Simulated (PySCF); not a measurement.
Job file and geometry (Å, from GFN2-xTB) of an NMR shielding run on 1-hexyne, C$_{6}$H$_{10}$, GIAO PBE0/pcSseg-1 NMR shielding, non-relativistic, gas phase in PySCF; density fitting, a coarse starting grid and PySCF grid level 2 are the driver's defaults:

```
$ OMP_NUM_THREADS=1 python probes_run.py task.json out

{"job": {"kind": "nmr", "xc": "PBE0", "basis": "pcSseg-1"}, "charge": 0, "multiplicity": 1}
C      2.861356     1.050718     0.041389
C      2.160264     0.088258     0.158930
C      1.289167    -1.064139     0.270589
C     -0.129957    -0.741665    -0.211181
C     -0.822465     0.272838     0.694977
C     -2.216851     0.622422     0.191047
H      3.484242     1.889190    -0.054176
H      1.259875    -1.390535     1.314719
H      1.708716    -1.877493    -0.329441
H     -0.713770    -1.665088    -0.237136
H     -0.080695    -0.345732    -1.228301
H     -0.894919    -0.136500     1.705913
H     -0.213099     1.177766     0.746374
H     -2.698883     1.330599     0.860860
H     -2.836345    -0.270291     0.131236
H     -2.164233     1.068597    -0.799726
```

**Question.** Write the output of this run.

**Answer.** 
```
coarse grid: 12720 points
cycle   1  E = -234.1767929479  dE =  5.486e-01  |g| = 4.345e-01  |ddm| = 3.521e+00
cycle   2  E = -234.1800993971  dE = -3.306e-03  |g| = 4.275e-01  |ddm| = 9.372e-01
cycle   3  E = -234.2281798303  dE = -4.808e-02  |g| = 4.172e-02  |ddm| = 4.214e-01
cycle   4  E = -234.2284999321  dE = -3.201e-04  |g| = 2.038e-02  |ddm| = 5.230e-02
cycle   5  E = -234.2285808560  dE = -8.092e-05  |g| = 1.021e-02  |ddm| = 2.148e-02
cycle   6  E = -234.2286040313  dE = -2.318e-05  |g| = 2.886e-03  |ddm| = 8.469e-03
cycle   7  E = -234.2286061519  dE = -2.121e-06  |g| = 2.602e-04  |ddm| = 2.261e-03
final grid: 120968 points
cycle   8  E = -234.2678327674  dE = -3.811e-05  |g| = 7.625e-03  |ddm| = 4.208e-02
cycle   9  E = -234.2678297074  dE =  3.060e-06  |g| = 8.420e-03  |ddm| = 1.436e-02
cycle  10  E = -234.2678478364  dE = -1.813e-05  |g| = 1.157e-03  |ddm| = 7.360e-03
cycle  11  E = -234.2678481330  dE = -2.966e-07  |g| = 3.960e-04  |ddm| = 1.020e-03
cycle  12  E = -234.2678481692  dE = -3.622e-08  |g| = 1.089e-04  |ddm| = 3.422e-04
cycle  13  E = -234.2678481722  dE = -2.974e-09  |g| = 1.508e-05  |ddm| = 1.029e-04
cycle  14  E = -234.2678481722  dE = -5.105e-11  |g| = 4.171e-06  |ddm| = 1.435e-05
converged SCF energy = -234.2678481722

GIAO shielding tensors (ppm)
atom      isotropic    diamagn.    paramagn.     s11        s22        s33       span
  0 C      111.666     257.488    -145.822     38.339     42.337    254.323    215.984
  1 C       97.097     263.941    -166.845     -6.282      3.160    294.412    300.694
  2 C      165.135     247.666     -82.532    154.596    164.971    175.837     21.241
  3 C      151.381     249.419     -98.037    139.870    148.160    166.114     26.243
  4 C      160.414     248.397     -87.983    145.967    163.952    171.322     25.355
  5 C      170.048     245.951     -75.903    159.053    163.362    187.729     28.676
  6 H       30.350      34.259      -3.908     24.965     25.315     40.771     15.806
  7 H       29.614      28.649       0.965     25.274     28.334     35.234      9.960
  8 H       29.143      27.326       1.817     23.492     28.021     35.918     12.426
  9 H       30.333      32.301      -1.968     25.615     29.796     35.588      9.973
 10 H       30.355      32.570      -2.215     26.253     30.237     34.576      8.323
 11 H       30.635      31.863      -1.227     25.734     30.335     35.836     10.102
 12 H       29.647      32.391      -2.744     24.136     30.517     34.288     10.152
 13 H       30.400      28.341       2.059     25.749     27.695     37.757     12.008
 14 H       30.786      29.306       1.480     26.602     28.856     36.900     10.299
 15 H       30.793      29.980       0.813     26.571     29.055     36.754     10.184
```

**Question.** Turn these shieldings into chemical shifts. Shifts are taken against calculated references (same method and geometry level): 13C (σref 186.93), 1H (σref 31.72) against TMS.

**Answer.** Averaging equivalent atoms: C 1: 89.8; C 0: 75.3; C 3: 35.5; C 4: 26.5; C 2: 21.8; C 5: 16.9; H 7/8: 2.34; H 11/12: 1.58; H 9/10: 1.37; H 6: 1.37; H 13/14/15: 1.06 ppm. 

Size and cost of the density-fitted run: 152 basis functions, of the order of 50 core-seconds.
